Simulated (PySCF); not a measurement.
One molecule, a ladder of functionals, a line

Molecule: `F/C(=C\C)C`, C4H7F.

Atom-mapped SMILES (the numbers label the heavy atoms): `[CH3:1]/[CH:2]=[C:3](/[CH3:4])[F:5]`; H(Xn) means a hydrogen on atom n.

GIAO shieldings (ppm, equivalent atoms averaged) in PySCF 2.14 on the PBE0-D3(BJ)/def2-SVP geometry, basis pcSseg-2, gas phase, non-relativistic:

```tsv
functional	exact exchange (%)	σ(C4)	σ(C1)	σ(F5)
BLYP	0	154.0	163.3	261.7
BP86	0	158.2	167.4	261.5
PBE	0	158.6	167.9	259.2
B3LYP	20	158.6	167.9	279.9
mPW1PW91	25	162.9	172.1	282.7
BHandHLYP	50	164.2	173.5	303.7
HF	100	172.4	181.1	336.3
```

(1) Fit each shielding as a line in the percentage of exact exchange.

(2) What does the line predict for PBE0 (25 %), and what does the run give?

## Answers

(1) σ(C4) = 157.0 + 0.15 x (rms 1.7 ppm); σ(C1) = 166.3 + 0.15 x (rms 1.6 ppm); σ(F5) = 262.3 + 0.76 x (rms 2.2 ppm). The functionals also differ in their semilocal parts, which the line can't hold; Hartree–Fock has no correlation at all.

(2) σ(C4): 160.8 predicted, 163.7 computed; σ(C1): 170.1 predicted, 172.9 computed; σ(F5): 281.3 predicted, 281.6 computed ppm.
